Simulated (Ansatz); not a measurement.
**N₂H+: geometry and frequencies at several levels, part 1 of 2**

The task, for N₂H+: geometry and frequencies at several levels. Charge +1.

Method: the levels named in each step, in Ansatz 0.2.0.

## Step 1: Starting point

Bond lengths: N1–N2 1.080 Å, N2–H3 1.030 Å. Angles: N1–N2–H3 180.0°.

As a file:

```xyz
3

N     0.0000    0.0000   -1.0636
N     0.0000    0.0000    0.0166
H     0.0000    0.0000    1.0470
```

## Step 2: A rough first relaxation, PBE-D4/def2-SVP

This run stands in another session on the same molecule. It ended at:

```xyz
3

N     0.0000    0.0000   -1.0891
N     0.0000    0.0000    0.0183
H     0.0000    0.0000    1.0709
```

## Step 3: Relaxation, PBE0-D4/def2-TZVPP

This run stands in another session on the same molecule. It ended at:

```xyz
3

N     0.0000    0.0000   -1.0681
N     0.0000    0.0000    0.0162
H     0.0000    0.0000    1.0518
```

## Step 4: Frequencies, PBE0-D4/def2-TZVPP

Contents of input.yaml:

```yaml
crystal:
  periodic: [false, false, false]
  atoms:
    - { symbol: "N", position_ang: [0.0, 0.0, -1.06806492] }
    - { symbol: "N", position_ang: [0.0, 0.0, 0.01622409] }
    - { symbol: H, position_ang: [0.0, 0.0, 1.05184083] }
total_charge: 1
basis:
  gaussian: { orbitals: def2-TZVPP }
hamiltonian:
  xc: pbe0
  dispersion: d4
phonons: {}
```

On the command line:

```console
$ ansatz run input.yaml --threads 2 --pin off --max-ram 5120MiB --backend cpu --events-out ev --progress --plain --runs-dir out
```

The log of the run, cut to the lines that bear on the results:

```text
Warning: RAYON_NUM_THREADS=2 ignored (pool sized by the plan → 2); use --threads N
[...]
Functional definition: PBE0
[...]
369 factors; their error is unknown
[...]
mean field -2983.56292194 eV, -109.6439150498 hartree, gradient 2.8e-5 eV, S^2 0.000000; 0 other end points of the search recorded, 0 dependent functions left out
[...]
reference -2983.56293396 eV, -109.6439154915 hartree; 7, 7 occupied and 69, 69 virtual orbitals, 369 factors
[...]
369 factors; their error is unknown
[...]
mean field -2983.56291767 eV, -109.6439148927 hartree, gradient 2.8e-6 eV, S^2 0.000000; 0 other end points of the search recorded, 0 dependent functions left out
[...]
reference -2983.56292969 eV, -109.6439153343 hartree; 7, 7 occupied and 69, 69 virtual orbitals, 369 factors
[...]
369 factors; their error is unknown
mean field -2983.56291767 eV, -109.6439148927 hartree, gradient 2.8e-6 eV, S^2 0.000000; 0 other end points of the search recorded, 0 dependent functions left out
[...]
reference -2983.56292969 eV, -109.6439153343 hartree; 7, 7 occupied and 69, 69 virtual orbitals, 369 factors
[...]
369 factors; their error is unknown
[...]
mean field -2983.56291767 eV, -109.6439148927 hartree, gradient 2.8e-6 eV, S^2 0.000000; 0 other end points of the search recorded, 0 dependent functions left out
[...]
reference -2983.56292969 eV, -109.6439153343 hartree; 7, 7 occupied and 69, 69 virtual orbitals, 369 factors
[...]
369 factors; their error is unknown
[...]
369 factors; their error is unknown
[...]
mean field -2983.56291726 eV, -109.6439148776 hartree, gradient 2.8e-6 eV, S^2 0.000000; 0 other end points of the search recorded, 0 dependent functions left out
[...]
reference -2983.56292928 eV, -109.6439153193 hartree; 7, 7 occupied and 69, 69 virtual orbitals, 369 factors
[...]
369 factors; their error is unknown
mean field -2983.56291726 eV, -109.6439148776 hartree, gradient 2.8e-6 eV, S^2 0.000000; 0 other end points of the search recorded, 0 dependent functions left out
[...]
reference -2983.56292928 eV, -109.6439153193 hartree; 7, 7 occupied and 69, 69 virtual orbitals, 369 factors
[...]
369 factors; their error is unknown
mean field -2983.56280382 eV, -109.6439107089 hartree, gradient 2.9e-6 eV, S^2 0.000000; 0 other end points of the search recorded, 0 dependent functions left out
[...]
reference -2983.56281585 eV, -109.6439111509 hartree; 7, 7 occupied and 69, 69 virtual orbitals, 369 factors
[...]
369 factors; their error is unknown
mean field -2983.56279991 eV, -109.6439105652 hartree, gradient 2.8e-6 eV, S^2 0.000000; 0 other end points of the search recorded, 0 dependent functions left out
[...]
reference -2983.56281192 eV, -109.6439110066 hartree; 7, 7 occupied and 69, 69 virtual orbitals, 369 factors
Total energy: -2983.57171716 eV, -109.6442382681 hartree
Atom 0 at     0.000000     0.000000    -1.068065 Å, force     0.000000    -0.000000     0.000096 eV/Å
Atom 1 at     0.000000     0.000000     0.016224 Å, force    -0.000000     0.000000    -0.000468 eV/Å
Atom 2 at     0.000000     0.000000     1.051841 Å, force     0.000000    -0.000000     0.000372 eV/Å
Dipole moment:     0.000000     0.000000     0.649395 e Å
Vibrations: 736.44 736.44 2418.05 3417.85 cm⁻¹, zero-point energy 0.453086 eV
```

Run time: 2.8 s. Hardware: 2 threads of Intel Xeon 6975P-C (Granite Rapids), shared host; peak memory 0.11 GiB.

Harmonic frequencies (cm⁻¹; negative: imaginary): 736, 736, 2418, 3418.

## Step 5: Relaxation, PBE-D4/def2-TZVPP

input.yaml: that of step 4 with these lines changed.

```diff
@@ -10,4 +10,6 @@
 hamiltonian:
-  xc: pbe0
+  xc: pbe
   dispersion: d4
-phonons: {}
+relax:
+  f_tol: 0.002
+  max_steps: 150
```

On the command line:

```console
$ ansatz run input.yaml --threads 2 --pin off --max-ram 5120MiB --backend cpu --events-out ev --progress --plain --runs-dir out
```

The log of the run, cut to the lines that bear on the results:

```text
Warning: RAYON_NUM_THREADS=2 ignored (pool sized by the plan → 2); use --threads N
[...]
Functional definition: PBE
[...]
369 factors; their error is unknown
[...]
mean field -2983.72994310 eV, -109.6500529641 hartree, gradient 6.0e-5 eV, S^2 0.000000; 0 other end points of the search recorded, 0 dependent functions left out
[...]
reference -2983.72995935 eV, -109.6500535613 hartree; 7, 7 occupied and 69, 69 virtual orbitals, 369 factors
relax step   1: F+E_penalty+E_count = -2983.74081905 eV  Δ(F+E_penalty+E_count) = +0.000e0 eV  max|allowed force component| = 2.160e0 eV/Å  Δτ_max = 0.0000 Å  (24 SCF iters, accepted)
[...]
relax step   3: F+E_penalty+E_count = -2983.75704878 eV  Δ(F+E_penalty+E_count) = -4.338e-4 eV  max|allowed force component| = 3.640e-2 eV/Å  Δτ_max = 0.0015 Å  (29 SCF iters, accepted)
[...]
relax step   4: F+E_penalty+E_count = -2983.75705574 eV  Δ(F+E_penalty+E_count) = -6.965e-6 eV  max|allowed force component| = 5.651e-4 eV/Å  Δτ_max = 0.0003 Å  (30 SCF iters, accepted)
369 factors; their error is unknown
mean field -2983.74618461 eV, -109.6506498287 hartree, gradient 6.0e-6 eV, S^2 0.000000; 1 other end points of the search recorded, 0 dependent functions left out
[...]
reference -2983.74620102 eV, -109.6506504316 hartree; 7, 7 occupied and 69, 69 virtual orbitals, 369 factors
Total energy: -2983.75707215 eV, -109.6510499381 hartree
Atom 0 at     0.000000    -0.000000    -1.080319 Å, force    -0.000000    -0.000000    -0.000565 eV/Å
Atom 1 at    -0.000000     0.000000     0.018050 Å, force     0.000000     0.000000     0.000118 eV/Å
Atom 2 at     0.000000    -0.000000     1.062269 Å, force     0.000000    -0.000000     0.000447 eV/Å
Dipole moment:    -0.000000     0.000000     0.645737 e Å
```

Run time: 0.99 s. Hardware: 2 threads of Intel Xeon 6975P-C (Granite Rapids), shared host; peak memory 0.1 GiB.

Relaxation path:

| step | E - E(step 1) (eV) | largest force component (eV/Å) |
| --- | --- | --- |
| 1 | 0.0000 | 2.1596 |
| 2 | -0.0158 | 0.3881 |
| 3 | -0.0162 | 0.0364 |
| 4 | -0.0162 | 0.0006 |

Step 1 is the start.

Before: Bond lengths: N1–N2 1.084 Å, N2–H3 1.036 Å. Angles: N1–N2–H3 180.0°.

After: Bond lengths: N1–N2 1.098 Å, N2–H3 1.044 Å. Angles: N1–N2–H3 180.0°.

## Step 6: Frequencies, PBE-D4/def2-TZVPP

Contents of input.yaml:

```yaml
crystal:
  periodic: [false, false, false]
  atoms:
    - { symbol: "N", position_ang: [0.0, 0.0, -1.08031901] }
    - { symbol: "N", position_ang: [0.0, 0.0, 0.01805046] }
    - { symbol: H, position_ang: [0.0, 0.0, 1.06226855] }
total_charge: 1
basis:
  gaussian: { orbitals: def2-TZVPP }
hamiltonian:
  xc: pbe
  dispersion: d4
phonons: {}
```

On the command line:

```console
$ ansatz run input.yaml --threads 2 --pin off --max-ram 5120MiB --backend cpu --events-out ev --progress --plain --runs-dir out
```

The log of the run, cut to the lines that bear on the results:

```text
Warning: RAYON_NUM_THREADS=2 ignored (pool sized by the plan → 2); use --threads N
[...]
[... 1 set-up line as earlier in the session ...]
[...]
369 factors; their error is unknown
[...]
mean field -2983.74618461 eV, -109.6506498287 hartree, gradient 5.8e-5 eV, S^2 0.000000; 0 other end points of the search recorded, 0 dependent functions left out
[...]
reference -2983.74620102 eV, -109.6506504316 hartree; 7, 7 occupied and 69, 69 virtual orbitals, 369 factors
[...]
369 factors; their error is unknown
[...]
mean field -2983.74618081 eV, -109.6506496889 hartree, gradient 1.5e-6 eV, S^2 0.000000; 0 other end points of the search recorded, 0 dependent functions left out
[...]
reference -2983.74619721 eV, -109.6506502918 hartree; 7, 7 occupied and 69, 69 virtual orbitals, 369 factors
[...]
369 factors; their error is unknown
[...]
369 factors; their error is unknown
mean field -2983.74607370 eV, -109.6506457529 hartree, gradient 2.3e-6 eV, S^2 0.000000; 0 other end points of the search recorded, 0 dependent functions left out
[...]
reference -2983.74609012 eV, -109.6506463563 hartree; 7, 7 occupied and 69, 69 virtual orbitals, 369 factors
[...]
369 factors; their error is unknown
mean field -2983.74606912 eV, -109.6506455844 hartree, gradient 1.2e-6 eV, S^2 0.000000; 0 other end points of the search recorded, 0 dependent functions left out
[...]
reference -2983.74608551 eV, -109.6506461868 hartree; 7, 7 occupied and 69, 69 virtual orbitals, 369 factors
Total energy: -2983.75707215 eV, -109.6510499381 hartree
Atom 0 at     0.000000     0.000000    -1.080319 Å, force    -0.000000     0.000000    -0.000567 eV/Å
Atom 1 at     0.000000     0.000000     0.018050 Å, force     0.000000    -0.000000     0.000121 eV/Å
Atom 2 at     0.000000     0.000000     1.062269 Å, force    -0.000000     0.000000     0.000446 eV/Å
Dipole moment:     0.000000    -0.000000     0.645737 e Å
Vibrations: 697.61 697.61 2291.22 3312.40 cm⁻¹, zero-point energy 0.433874 eV
```

Run time: 2.5 s. Hardware: 2 threads of Intel Xeon 6975P-C (Granite Rapids), shared host; peak memory 0.1 GiB.

Harmonic frequencies (cm⁻¹; negative: imaginary): 698, 698, 2291, 3312.

## Step 7: Relaxation, r2SCAN-D4/def2-TZVPP

Contents of input.yaml:

```yaml
crystal:
  periodic: [false, false, false]
  atoms:
    - { symbol: "N", position_ang: [0.0, 0.0, -1.06806492] }
    - { symbol: "N", position_ang: [0.0, 0.0, 0.01622409] }
    - { symbol: H, position_ang: [0.0, 0.0, 1.05184083] }
total_charge: 1
basis:
  gaussian: { orbitals: def2-TZVPP }
hamiltonian:
  xc: r2scan
  dispersion: d4
relax:
  f_tol: 0.002
  max_steps: 150
```

On the command line:

```console
$ ansatz run input.yaml --threads 2 --pin off --max-ram 5120MiB --backend cpu --events-out ev --progress --plain --runs-dir out
```

The log of the run, cut to the lines that bear on the results:

```text
Warning: RAYON_NUM_THREADS=2 ignored (pool sized by the plan → 2); use --threads N
[...]
Functional definition: r2SCAN
[...]
369 factors; their error is unknown
[...]
mean field -2985.33503806 eV, -109.7090391160 hartree, gradient 7.6e-6 eV, S^2 0.000000; 0 other end points of the search recorded, 0 dependent functions left out
[...]
reference -2985.33504292 eV, -109.7090392944 hartree; 7, 7 occupied and 69, 69 virtual orbitals, 369 factors
relax step   1: F+E_penalty+E_count = -2985.33751706 eV  Δ(F+E_penalty+E_count) = +0.000e0 eV  max|allowed force component| = 6.883e-1 eV/Å  Δτ_max = 0.0000 Å  (26 SCF iters, accepted)
[...]
relax step   3: F+E_penalty+E_count = -2985.33901985 eV  Δ(F+E_penalty+E_count) = -4.599e-5 eV  max|allowed force component| = 7.910e-3 eV/Å  Δτ_max = 0.0004 Å  (31 SCF iters, accepted)
[...]
relax step   4: F+E_penalty+E_count = -2985.33902034 eV  Δ(F+E_penalty+E_count) = -4.856e-7 eV  max|allowed force component| = 8.678e-4 eV/Å  Δτ_max = 0.0001 Å  (31 SCF iters, accepted)
369 factors; their error is unknown
[...]
mean field -2985.33654141 eV, -109.7090943632 hartree, gradient 7.6e-6 eV, S^2 0.000000; 1 other end points of the search recorded, 0 dependent functions left out
[...]
reference -2985.33654628 eV, -109.7090945419 hartree; 7, 7 occupied and 69, 69 virtual orbitals, 369 factors
Total energy: -2985.33902520 eV, -109.7091856407 hartree
Atom 0 at     0.000000    -0.000000    -1.071309 Å, force    -0.000000     0.000000    -0.000424 eV/Å
Atom 1 at    -0.000000     0.000000     0.017313 Å, force     0.000000    -0.000000    -0.000444 eV/Å
Atom 2 at     0.000000     0.000000     1.053996 Å, force    -0.000000     0.000000     0.000868 eV/Å
Dipole moment:     0.000000    -0.000000     0.651943 e Å
```

Wall time 1.6 s (2 threads of Intel Xeon 6975P-C (Granite Rapids), shared host); peak memory 0.11 GiB.

Step by step:

| step | energy from step 1 (eV) | largest force component (eV/Å) |
| --- | --- | --- |
| 1 | 0.0000 | 0.6883 |
| 2 | -0.0015 | 0.1343 |
| 3 | -0.0015 | 0.0079 |
| 4 | -0.0015 | 0.0009 |

Step 1 is the start.

Before: Bond lengths: N1–N2 1.084 Å, N2–H3 1.036 Å. Angles: N1–N2–H3 180.0°.

After: Bond lengths: N1–N2 1.089 Å, N2–H3 1.037 Å. Angles: N1–N2–H3 180.0°.

## Step 8: Frequencies, r2SCAN-D4/def2-TZVPP

Contents of input.yaml:

```yaml
crystal:
  periodic: [false, false, false]
  atoms:
    - { symbol: "N", position_ang: [0.0, 0.0, -1.07130898] }
    - { symbol: "N", position_ang: [0.0, 0.0, 0.0173131] }
    - { symbol: H, position_ang: [0.0, 0.0, 1.05399588] }
total_charge: 1
basis:
  gaussian: { orbitals: def2-TZVPP }
hamiltonian:
  xc: r2scan
  dispersion: d4
phonons: {}
```

On the command line:

```console
$ ansatz run input.yaml --threads 2 --pin off --max-ram 5120MiB --backend cpu --events-out ev --progress --plain --runs-dir out
```

The log of the run, cut to the lines that bear on the results:

```text
Warning: RAYON_NUM_THREADS=2 ignored (pool sized by the plan → 2); use --threads N
[...]
[... 1 set-up line as earlier in the session ...]
[...]
369 factors; their error is unknown
[...]
mean field -2985.33654141 eV, -109.7090943632 hartree, gradient 7.5e-6 eV, S^2 0.000000; 0 other end points of the search recorded, 0 dependent functions left out
[...]
reference -2985.33654628 eV, -109.7090945419 hartree; 7, 7 occupied and 69, 69 virtual orbitals, 369 factors
[...]
369 factors; their error is unknown
mean field -2985.33653736 eV, -109.7090942141 hartree, gradient 5.1e-6 eV, S^2 0.000000; 0 other end points of the search recorded, 0 dependent functions left out
[...]
reference -2985.33654222 eV, -109.7090943928 hartree; 7, 7 occupied and 69, 69 virtual orbitals, 369 factors
[...]
369 factors; their error is unknown
[...]
369 factors; their error is unknown
mean field -2985.33642633 eV, -109.7090901341 hartree, gradient 5.1e-6 eV, S^2 0.000000; 0 other end points of the search recorded, 0 dependent functions left out
[...]
reference -2985.33643120 eV, -109.7090903129 hartree; 7, 7 occupied and 69, 69 virtual orbitals, 369 factors
[...]
369 factors; their error is unknown
[...]
mean field -2985.33642063 eV, -109.7090899243 hartree, gradient 5.1e-6 eV, S^2 0.000000; 0 other end points of the search recorded, 0 dependent functions left out
[...]
reference -2985.33642549 eV, -109.7090901030 hartree; 7, 7 occupied and 69, 69 virtual orbitals, 369 factors
Total energy: -2985.33902520 eV, -109.7091856407 hartree
Atom 0 at     0.000000     0.000000    -1.071309 Å, force    -0.000000     0.000000    -0.000425 eV/Å
Atom 1 at     0.000000     0.000000     0.017313 Å, force     0.000000    -0.000000    -0.000442 eV/Å
Atom 2 at     0.000000     0.000000     1.053996 Å, force    -0.000000     0.000000     0.000868 eV/Å
Dipole moment:     0.000000     0.000000     0.651943 e Å
Vibrations: 719.25 719.25 2365.68 3385.29 cm⁻¹, zero-point energy 0.445691 eV
```

Run time: 3.7 s. Hardware: 2 threads of Intel Xeon 6975P-C (Granite Rapids), shared host; peak memory 0.11 GiB.

Harmonic frequencies (cm⁻¹; negative: imaginary): 719, 719, 2366, 3385.

(Continued in part 2 of 2.)
